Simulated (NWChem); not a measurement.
The numbers come from NWChem runs, not from measurements. System: C$_{2}$H$_{3}$, charge 1, spin multiplicity 1, at the geometry of a parent with another charge or spin, in a state set for the comparison that need not be this species' ground state. Level: RHF/def2-TZVPD.

Input file:

```
start mol
memory heap 200 mb stack 900 mb global 1100 mb
charge 1
geometry units angstroms nocenter noautoz
  C      0.248606     0.684719     0.000000
  C     -0.117510    -0.581819     0.000000
  H     -0.218070     1.678869     0.000000
  H     -1.186454    -0.887834     0.000000
  H      0.617945    -1.408438     0.000000
  symmetry group Cs
end
basis spherical
  * library def2-tzvpd
end
scf
  rhf
  nopen 0
  maxiter 100
  thresh 1e-7
  semidirect memsize 60000000 filesize 0
end
task scf energy
```

Part of the output:

```
             Northwest Computational Chemistry Package (NWChem) 7.3.0
             --------------------------------------------------------

                                NWChem Input Module
                                -------------------

 Scaling coordinates for geometry "geometry" by  1.889725989
 (inverse scale =  0.529177249)

 Turning off AUTOSYM since
 SYMMETRY directive was detected!

                             Geometry "geometry" -> ""
                             -------------------------

 Output coordinates in angstroms (scale by  1.889725989 to convert to a.u.)

  No.       Tag          Charge          X              Y              Z
 ---- ---------------- ---------- -------------- -------------- --------------
    1 C                    6.0000     0.24860600     0.68471900     0.00000000
    2 C                    6.0000    -0.11751000    -0.58181900     0.00000000
    3 H                    1.0000    -0.21807000     1.67886900     0.00000000
    4 H                    1.0000    -1.18645400    -0.88783400     0.00000000
    5 H                    1.0000     0.61794500    -1.40843800     0.00000000

 Effective nuclear repulsion energy (a.u.)      28.0943661962

            Nuclear Dipole moment (a.u.)
            ----------------------------
        X                 Y               Z
 ---------------- ---------------- ----------------
    -0.0000056692    -0.0000056692     0.0000000000

      Symmetry information
      --------------------

 Group name             Cs
 Group number              2
 Group order               2
 No. of unique centers     5

      Symmetry unique atoms

     1    2    3    4    5


 Summary of "ao basis" -> "" (spherical)
 ------------------------------------------------------------------------------
       Tag                 Description            Shells   Functions and Types
 ---------------- ------------------------------  ------  ---------------------
 *                         def2-tzvpd                 on all atoms

 Summary of "ao basis" -> "ao basis" (spherical)
 ------------------------------------------------------------------------------
       Tag                 Description            Shells   Functions and Types
 ---------------- ------------------------------  ------  ---------------------
 C                         def2-tzvpd               13       37   6s3p3d1f
 H                         def2-tzvpd                5        9   3s2p

                                 NWChem SCF Module
                                 -----------------

  ao basis        = "ao basis"
  functions       =   101
  atoms           =     5
  closed shells   =     7
  open shells     =     0
  charge          =   1.00
  wavefunction    = RHF
  use symmetry    = T
  symmetry adapt  = T

 Summary of "ao basis" -> "ao basis" (spherical)
 ------------------------------------------------------------------------------
       Tag                 Description            Shells   Functions and Types
 ---------------- ------------------------------  ------  ---------------------
 C                         def2-tzvpd               13       37   6s3p3d1f
 H                         def2-tzvpd                5        9   3s2p

      Symmetry analysis of basis
      --------------------------

        a'         71
        a"         30

 Forming initial guess at       0.1s

      Superposition of Atomic Density Guess
      -------------------------------------

 Sum of atomic energies:         -76.84208906

 Renormalizing density from      15.00 to     14

      Non-variational initial energy
      ------------------------------

 Total energy =     -73.830072
 1-e energy   =    -146.804268
 2-e energy   =      44.879830
 HOMO         =      -0.758945
 LUMO         =      -0.565030

      Symmetry analysis of molecular orbitals - initial
      -------------------------------------------------

  Numbering of irreducible representations:

     1 a'          2 a"

  Orbital symmetries:

     1 a'          2 a'          3 a'          4 a'          5 a'
     6 a'          7 a"          8 a'          9 a"         10 a'
    11 a'         12 a'         13 a'         14 a'         15 a"
    16 a'         17 a"

 Starting SCF solution at       1.6s

 ----------------------------------------------
         Quadratically convergent ROHF

 Convergence threshold     :          1.000E-07
 Maximum no. of iterations :          100
 Final Fock-matrix accuracy:          1.000E-09
 ----------------------------------------------

              iter       energy          gnorm     gmax       time
             ----- ------------------- --------- --------- --------
                 1      -76.9626940290  1.37D+00  3.55D-01      1.7
                 2      -77.0629524160  3.20D-01  1.35D-01      1.9
                 3      -77.0740115267  1.55D-01  5.44D-02      2.0
                 4      -77.0775601717  9.59D-03  3.50D-03      2.5
                 5      -77.0775725159  3.89D-05  1.82D-05      3.2
                 6      -77.0775725163  3.60D-09  1.13D-09      4.1

       Final RHF  results
       ------------------

         Total SCF energy =    -77.077572516259
      One-electron energy =   -154.038049749312
      Two-electron energy =     48.866111036878
 Nuclear repulsion energy =     28.094366196175

        Time for solution =      2.5s

       Symmetry analysis of molecular orbitals - final
       -----------------------------------------------

  Numbering of irreducible representations:

     1 a'          2 a"

  Orbital symmetries:

     1 a'          2 a'          3 a'          4 a'          5 a'
     6 a'          7 a"          8 a'          9 a"         10 a'
    11 a'         12 a'         13 a'         14 a'         15 a"
    16 a'         17 a"

             Final eigenvalues
             -----------------

              1
    1  -11.6460
    2  -11.5630
    3   -1.3481
    4   -1.0738
    5   -0.9357
    6   -0.8743
    7   -0.7120
    8   -0.2737
    9   -0.1381
   10   -0.0970
   11   -0.0730
   12   -0.0346
   13   -0.0003
   14    0.0057
   15    0.0283
   16    0.0331
   17    0.0426

                       ROHF Final Molecular Orbital Analysis
                       -------------------------------------

 Vector    5  Occ=2.000000D+00  E=-9.356751D-01  Symmetry=a'
              MO Center= -2.1D-01, -7.1D-02, -7.0D-17, r^2= 1.7D+00
   Bfn.  Coefficient  Atom+Function         Bfn.  Coefficient  Atom+Function
  ----- ------------  ---------------      ----- ------------  ---------------
     8      0.290205  1 C  py                45     -0.241357  2 C  py
    11      0.210541  1 C  py                48     -0.181611  2 C  py
    44     -0.167424  2 C  px                85      0.159565  4 H  s

 Vector    6  Occ=2.000000D+00  E=-8.742920D-01  Symmetry=a'
              MO Center= -2.2D-02, -6.7D-01, -7.2D-18, r^2= 1.4D+00
   Bfn.  Coefficient  Atom+Function         Bfn.  Coefficient  Atom+Function
  ----- ------------  ---------------      ----- ------------  ---------------
    44      0.278052  2 C  px                47      0.239286  2 C  px
    94      0.217897  5 H  s                 45     -0.175792  2 C  py
    85     -0.162919  4 H  s

 Vector    7  Occ=2.000000D+00  E=-7.120245D-01  Symmetry=a"
              MO Center=  1.0D-01,  2.0D-01,  1.5D-16, r^2= 1.3D+00
   Bfn.  Coefficient  Atom+Function         Bfn.  Coefficient  Atom+Function
  ----- ------------  ---------------      ----- ------------  ---------------
     9      0.343074  1 C  pz                12      0.337201  1 C  pz
    49      0.247485  2 C  pz                46      0.244516  2 C  pz

 Vector    8  Occ=0.000000D+00  E=-2.736855D-01  Symmetry=a'
              MO Center=  4.1D-01,  5.8D-01,  7.4D-16, r^2= 1.9D+00
   Bfn.  Coefficient  Atom+Function         Bfn.  Coefficient  Atom+Function
  ----- ------------  ---------------      ----- ------------  ---------------
     5      0.442198  1 C  s                 13     -0.376683  1 C  px
    10     -0.353041  1 C  px                 7     -0.332848  1 C  px
    42     -0.217140  2 C  s                  4     -0.211547  1 C  s
    77     -0.165755  3 H  s

 Vector    9  Occ=0.000000D+00  E=-1.380674D-01  Symmetry=a"
              MO Center= -8.3D-03, -1.2D-01, -1.2D-15, r^2= 2.8D+00
   Bfn.  Coefficient  Atom+Function         Bfn.  Coefficient  Atom+Function
  ----- ------------  ---------------      ----- ------------  ---------------
    49      0.322445  2 C  pz                12     -0.292595  1 C  pz
    46      0.277216  2 C  pz                 9     -0.254730  1 C  pz

 Vector   10  Occ=0.000000D+00  E=-9.701100D-02  Symmetry=a'
              MO Center= -2.5D-01,  4.6D-01,  1.3D-15, r^2= 9.3D+00
   Bfn.  Coefficient  Atom+Function         Bfn.  Coefficient  Atom+Function
  ----- ------------  ---------------      ----- ------------  ---------------
    77      2.903863  3 H  s                  5     -2.405241  1 C  s
     6     -2.115128  1 C  s                 86      1.955958  4 H  s
    43     -1.146165  2 C  s                 50      1.089558  2 C  px
    95      0.933101  5 H  s                 30      0.779147  1 C  d  2
    81      0.563317  3 H  px                90      0.537353  4 H  px

 center of mass
 --------------
 x =   0.05457389 y =   0.04283615 z =   0.00000000

 moments of inertia (a.u.)
 ------------------
          54.668173218272          -9.502390169471           0.000000000000
          -9.502390169471           9.771444157680           0.000000000000
           0.000000000000           0.000000000000          64.439617375952

  Mulliken analysis of the total density
  --------------------------------------

    Atom       Charge   Shell Charges
 -----------   ------   -------------------------------------------------------
    1 C    6     5.73   0.86  1.12  0.57  0.66  0.15 -0.00  1.06  1.13  0.13  0.01  0.04  0.01  0.01
    2 C    6     6.24   0.86  1.12  0.51  0.66  0.19  0.00  1.20  1.34  0.29  0.02  0.04  0.01  0.01
    3 H    1     0.64   0.23  0.39  0.02  0.03 -0.02
    4 H    1     0.70   0.23  0.41  0.03  0.02  0.00
    5 H    1     0.69   0.24  0.43  0.02  0.02 -0.01

       Multipole analysis of the density wrt the origin
       ------------------------------------------------

     L   x y z        total         open         nuclear
     -   - - -        -----         ----         -------
     0   0 0 0      1.000000      0.000000     15.000000

     1   1 0 0     -0.010909      0.000000     -0.000006
     1   0 1 0      0.273739      0.000000     -0.000006
     1   0 0 1     -0.000000      0.000000      0.000000

     2   2 0 0     -5.584055      0.000000      8.180469
     2   1 1 0      0.447928      0.000000      4.458455
     2   1 0 1      0.000000      0.000000      0.000000
     2   0 2 0     -2.276732      0.000000     37.262873
     2   0 1 1      0.000000      0.000000      0.000000
     2   0 0 2     -9.463865      0.000000      0.000000

 Task  times  cpu:        4.1s     wall:        4.1s

 Total times  cpu:        4.2s     wall:        4.2s
```
